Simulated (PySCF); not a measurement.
Level of theory: PySCF with PBE-D3(BJ)/def2-TZVP. Isolated molecules, 0 K electronic values unless said otherwise. 

Reference species (SMILES): `N#C[CH2]` (neutral, multiplicity 2).

```
Item           Result
-------------  ------
dipole moment  3.39 D
```

Changed species: `[CH]=O` (radical fragment; the reference has radical fragment).

Q: What does the change do to the dipole moment?

A: the dipole moment falls by 1.91 D, to 1.48 D.
